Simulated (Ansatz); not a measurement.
Bulk modulus (GPa) of solids drawn from the class of carbides, at two levels: PBE in Ansatz (PAW), and PBE-D4 (plane waves, PAW; Ansatz, a first-principles code).

```tsv
solid	PBE	PBE-D4
4H SiC	213	220
rock-salt ZrC	222	228
hexagonal WC	383	399
rock-salt TaC	324	334
antifluorite Be2C	202	208
rock-salt NbC	300	311
rock-salt TiC	251	259
rock-salt HfC	234	?
```

Problem. Estimate the withheld PBE-D4 value from the other rows.

Solution. One way: carry over the typical ratio. The ratios PBE-D4 / PBE of the other rows, in order: 1.027, 1.030, 1.031, 1.032, 1.033, 1.037, 1.042; median 1.032. Rock-salt HfC: 234 × 1.032 = 241 GPa; the run gives 240 GPa. The ratios spread from 1.027 to 1.042, so such an estimate is rough. Rock-salt HfC lies outside that spread.

Of 8 rows, PBE-D4 is the larger in 8 and the smaller in 0.

Database compounds that came out metallic weren't drawn.

Ansatz's runs of these crystals have no spin polarisation.

Spin–orbit coupling is left out, also for the solids with elements from indium on (hexagonal WC, rock-salt TaC, rock-salt HfC); its size isn't shown.

In Ansatz's fits of the non-cubic solids, shape and atoms are relaxed at each volume.

Each level is taken at its own relaxed cell. Ansatz's density-functional and Hartree–Fock values are scalar-relativistic unless marked +SOC, with PAW data made under PBE.
